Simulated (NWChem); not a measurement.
System: hydroxide (OH anion); SMILES [OH-]

NWChem input:

```
start job
memory heap 200 mb stack 900 mb global 1100 mb
charge -1
geometry units angstroms noautosym nocenter noautoz
  O      0.000000     0.000000     0.103125
  H      0.000000     0.000000    -0.864404
end
basis spherical
  * library def2-svpd
end
dft
  xc xpbe96 cpbe96
  iterations 150
end
cosmo
  dielec 25.0
end
task dft energy
```

Output (shortened):

```
             Northwest Computational Chemistry Package (NWChem) 7.3.0
             --------------------------------------------------------

                             Geometry "geometry" -> ""
                             -------------------------

 Output coordinates in angstroms (scale by  1.889725989 to convert to a.u.)

  No.       Tag          Charge          X              Y              Z
 ---- ---------------- ---------- -------------- -------------- --------------
    1 O                    8.0000     0.00000000     0.00000000     0.10312500
    2 H                    1.0000     0.00000000     0.00000000    -0.86440400

 Effective nuclear repulsion energy (a.u.)       4.3754946797

  pbe96 is a nonlocal functional; adding pw91lda local functional.

                                 NWChem DFT Module
                                 -----------------

 Summary of "ao basis" -> "ao basis" (spherical)
 ------------------------------------------------------------------------------
       Tag                 Description            Shells   Functions and Types
 ---------------- ------------------------------  ------  ---------------------
 O                         def2-svpd                 9       23   4s3p2d
 H                         def2-svpd                 4        8   2s2p

 in cosmo_initialize ...

 solvent parameters
 solvname_short: unkn
 solvname_long:  unknown
 dielec:       25.0000

          ---------------
          -cosmo- solvent
          ---------------
 Cosmo: York-Karplus, doi: 10.1021/jp992097l
 dielectric constant -eps-     =  25.00
 screen = (eps-1)/(eps    )    =   0.96000
 surface charge correction     = lagrangian

   van der Waals surface
 --------------------------

 ---------- ATOMIC COORDINATES (A.U.) ------------ VDWR(ANG.) --
     1    0.00000000    0.00000000    0.19487799     1.720
     2    0.00000000    0.00000000   -1.63348670     1.300
 number of segments per atom =         32
 number of   points per atom =         32
 atom (   nspa,  nppa )
 ----------------------
    1 (     28,     0 )       0
    2 (     16,     0 )       0
 number of -cosmo- surface points =       44
 molecular surface =     42.277 angstrom**2
 molecular volume  =     24.084 angstrom**3
 G(cav/disp)       =      1.071 kcal/mol
 -lineq- algorithm             =   0
 -bem- low  level              =   2
 -bem- from -octahedral-
 gaussian surface charge width =   4.50000
 degree of switching           =   1.00000
 switching function tolerance  =   0.00010
 atomic radii =
 --------------
    1  8.000  1.720
    2  1.000  1.300
 ...... end of -cosmo- initialization ......

            General Information
            -------------------
          SCF calculation type: DFT
          Wavefunction type:  closed shell.
          No. of atoms     :     2
          No. of electrons :    10
           Alpha electrons :     5
            Beta electrons :     5
          Charge           :    -1
          Spin multiplicity:     1
          Use of symmetry is: off; symmetry adaption is: off
          Maximum number of iterations: 150
          AO basis - number of functions:    31
                     number of shells:    13
          Convergence on energy requested:  1.00D-06
          Convergence on density requested:  1.00D-05
          Convergence on gradient requested:  5.00D-04

              XC Information
              --------------
          PerdewBurkeErnzerhof Exchange Functional  1.000
            Perdew 1991 LDA Correlation Functional  1.000 local
           PerdewBurkeErnz. Correlation Functional  1.000 non-local

             Grid Information
             ----------------
          Grid used for XC integration:  medium
          Radial quadrature: Mura-Knowles
          Angular quadrature: Lebedev.
          Tag              B.-S. Rad. Rad. Pts. Rad. Cut. Ang. Pts.
          ---              ---------- --------- --------- ---------
          O                   0.60       49           7.0       434
          H                   0.35       45           7.0       434
          Grid pruning is: on
          Number of quadrature shells:    94
          Spatial weights used:  Erf1

      Superposition of Atomic Density Guess
      -------------------------------------

 Sum of atomic energies:         -75.19356111

 Renormalizing density from       9.00 to     10

      Non-variational initial energy
      ------------------------------

 Total energy =     -79.803003
 1-e energy   =    -124.321272
 2-e energy   =      40.142774
 HOMO         =       0.194754
 LUMO         =       0.338808

[...]

                                   COSMO solvation results
                                   -----------------------

                 gas phase energy =       -75.671708565285
                 sol phase energy =       -75.805306042056
 (electrostatic) solvation energy =         0.133597476771 (   83.83 kcal/mol)

                       DFT Final Molecular Orbital Analysis
                       ------------------------------------

 Vector    3  Occ=2.000000D+00  E=-3.085689D-01
              MO Center= -8.7D-09,  7.7D-09,  7.0D-02, r^2= 8.8D-01
   Bfn.  Coefficient  Atom+Function         Bfn.  Coefficient  Atom+Function
  ----- ------------  ---------------      ----- ------------  ---------------
     7      0.500779  1 O  pz                24     -0.374240  2 H  s
     3      0.286548  1 O  s                 10      0.239605  1 O  pz
     2      0.204695  1 O  s                 25     -0.170300  2 H  s
     4      0.136189  1 O  s                  1      0.101957  1 O  s
    13      0.070799  1 O  pz

 Vector    4  Occ=2.000000D+00  E=-1.802514D-01
              MO Center= -3.4D-09,  2.9D-09,  6.3D-02, r^2= 9.8D-01
   Bfn.  Coefficient  Atom+Function         Bfn.  Coefficient  Atom+Function
  ----- ------------  ---------------      ----- ------------  ---------------
     6      0.442894  1 O  py                 5      0.391929  1 O  px
     9      0.308273  1 O  py                 8      0.272799  1 O  px
    12      0.161281  1 O  py                11      0.142722  1 O  px
    30      0.025365  2 H  py

 Vector    5  Occ=2.000000D+00  E=-1.802513D-01
              MO Center= -2.6D-08,  2.3D-08,  6.3D-02, r^2= 9.8D-01
   Bfn.  Coefficient  Atom+Function         Bfn.  Coefficient  Atom+Function
  ----- ------------  ---------------      ----- ------------  ---------------
     5      0.442894  1 O  px                 6     -0.391929  1 O  py
     8      0.308273  1 O  px                 9     -0.272799  1 O  py
    11      0.161281  1 O  px                12     -0.142722  1 O  py
    29      0.025365  2 H  px

 Vector    6  Occ=0.000000D+00  E= 1.437026D-02
              MO Center= -2.5D-07,  2.2D-07, -8.3D-01, r^2= 4.5D+00
   Bfn.  Coefficient  Atom+Function         Bfn.  Coefficient  Atom+Function
  ----- ------------  ---------------      ----- ------------  ---------------
     4      2.221930  1 O  s                 25     -1.391132  2 H  s
    31     -0.635131  2 H  pz                13     -0.561847  1 O  pz
     2     -0.211915  1 O  s                  7      0.154828  1 O  pz
     3     -0.109803  1 O  s                 10     -0.093390  1 O  pz
     1     -0.086293  1 O  s                 21      0.064985  1 O  d  0

 Vector    7  Occ=0.000000D+00  E= 9.279097D-02
              MO Center= -2.0D-06,  1.8D-06,  1.0D+00, r^2= 5.2D+00
   Bfn.  Coefficient  Atom+Function         Bfn.  Coefficient  Atom+Function
  ----- ------------  ---------------      ----- ------------  ---------------
    13      1.522828  1 O  pz                25      1.078012  2 H  s
     3     -0.471678  1 O  s                  4     -0.257223  1 O  s
     7     -0.195323  1 O  pz                10     -0.167453  1 O  pz
    21     -0.136977  1 O  d  0              24      0.094584  2 H  s
    31     -0.073182  2 H  pz                 2     -0.064262  1 O  s

 Vector    8  Occ=0.000000D+00  E= 1.006464D-01
              MO Center= -1.6D-08,  1.3D-08,  3.6D-01, r^2= 5.8D+00
   Bfn.  Coefficient  Atom+Function         Bfn.  Coefficient  Atom+Function
  ----- ------------  ---------------      ----- ------------  ---------------
    12      1.056893  1 O  py                11      0.940492  1 O  px
    30     -0.359144  2 H  py                29     -0.319590  2 H  px
     9     -0.242291  1 O  py                 6     -0.217712  1 O  py
     8     -0.215606  1 O  px                 5     -0.193734  1 O  px
    20     -0.099285  1 O  d -1              22      0.088350  1 O  d  1

     Multipole analysis of the density
     ---------------------------------

     L   x y z        total         alpha         beta         nuclear
     -   - - -        -----         -----         ----         -------
     0   0 0 0     -1.000000     -5.000000     -5.000000      9.000000

     1   1 0 0      0.000000      0.000000      0.000000      0.000000
     1   0 1 0     -0.000000     -0.000000     -0.000000      0.000000
     1   0 0 1     -0.731204     -0.328371     -0.328371     -0.074463

     2   2 0 0     -7.758734     -3.879367     -3.879367      0.000000
     2   1 1 0     -0.000000     -0.000000     -0.000000      0.000000
     2   1 0 1      0.000000      0.000000      0.000000      0.000000
     2   0 2 0     -7.758734     -3.879367     -3.879367      0.000000
     2   0 1 1     -0.000000     -0.000000     -0.000000      0.000000
     2   0 0 2     -5.874807     -4.423453     -4.423453      2.972098
```

Level: PBE/def2-SVPD, COSMO on the gas-phase geometry. The geometry was optimised at B3LYP/def2-SVPD. The gas-phase anion has a positive highest level at the geometry level, so the gas reference is doubtful. COSMO prints the solvation energy as gas minus solution, so a positive value is a stabilisation.
